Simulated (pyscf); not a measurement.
`[CH2]=[O]` + `[OH2]` → `[CH][OH]` [singlet] + `[OH2]`, a concerted two-bond exchange (singlet surface; C–H, H–O broken, H–O, H–O formed). PySCF, gas phase, ωB97X-D3(BJ)/def2-SVP geometries. Correlated levels are frozen-core, on RHF or UHF. ΔMP2 is the change of the MP2 total energy from the triple- to the quadruple-zeta basis. Energies in kcal/mol from the separated reactants.

Small-basis levels: PySCF, no dispersion term, spherical d functions. AM1 to PM7: differences of heats of formation from MOPAC, which are fitted to 298 K values and so differ in kind from electronic energies by zero-point and thermal terms. GFN2-xTB: tblite. Cost: rough CPU time at the saddle relative to B3LYP/6-31G*, from one job on a shared machine.

```csv
level,barrier,reaction energy,cost
HF/3-21G,48.8,+47.7,0.06
HF/6-31G*,67.4,+52.0,0.09
BP86/6-31G*,40.5,+58.2,1
PBE/6-31G*,39.6,+59.2,1
B3LYP/6-311+G**,50.6,+52.5,2
GFN2-xTB,57.7,+51.9,under 0.02
AM1,77.3,+47.9,under 0.02
CCSD(T)/def2-TZVPP + ΔMP2(QZVPP),51.4,+51.4,–
```

Against the last row the barrier runs from -11.9 (PBE/6-31G*) to +25.8 kcal/mol (AM1); B3LYP/6-311+G** happens to lie closest here (0.8 kcal/mol apart). At BP86/6-31G*, PBE/6-31G*, B3LYP/6-311+G** this geometry lies under one side, so the entry may be no barrier of that level: it is a single point on another level's saddle. CCSD(T)/def2-TZVPP + ΔMP2(QZVPP) has limits of its own. On the reactant side the descent ends in a complex, 5.4 kcal/mol under the separated species and 54.8 kcal/mol under the saddle at ωB97X-D3(BJ)/def2-TZVP. On the product side the descent ends in a bound adduct, 12.3 kcal/mol under the separated species and 9.7 kcal/mol under the saddle at ωB97X-D3(BJ)/def2-TZVP. At ωB97X-D3(BJ)/def2-TZVP the barrier from the zero used here is 49.4 kcal/mol. The same reactants have a lower exit, to HO–CH₂–OH (barrier +33.0 kcal/mol at ωB97M-D3(BJ)/def2-TZVP, against +48.4 kcal/mol here). One saddle was located; it need not be the lowest between these sides. The CCSD(T) − MP2 part came from Ansatz, without density fitting, on the same reference.
